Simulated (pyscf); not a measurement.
PySCF, gas phase, ωB97X-D3(BJ)/def2-SVP geometries. MP2 and CC: frozen core, UHF for open shells. ΔMP2 is the change of the MP2 total energy from the triple- to the quadruple-zeta basis.

Q: For the elementary gas-phase step fluoromethane (H₃C–F) + Br atom (Br•) → •H₂C–Br + hydrogen fluoride (HF) (doublet surface; C–H, C–F broken, Br–C, F–H formed), what barrier and reaction energy does CCSD(T)/def2-TZVPP + ΔMP2(QZVPP) give, measured from the separated reactants?

A: ΔE‡ = 2.14 eV, ΔE = +0.18 eV. Zero-point energy shifts the barrier by -0.07 eV. It is a concerted two-bond exchange, with an imaginary mode of 1015i cm⁻¹. This saddle turned up in a search for another step; its sides and bond changes are read from the two ends of the descent. One saddle was located; it need not be the lowest between these sides. The CCSD(T) − MP2 part came from Ansatz, without density fitting, on the same reference. A UHF reference is spin-contaminated (<S²> up to 0.89), which harms MP2 most. The frozen core leaves the outer d or s,p core shells of the metals and heavy elements correlated in the MP2 and CC values, and def2-TZVPP describes them poorly, which can shift differences by a few kcal/mol. Left out: the spin-orbit lowering of Br, which is large for Br, Se, Te and I. Elements up to Kr have no core potential and no relativistic terms here.
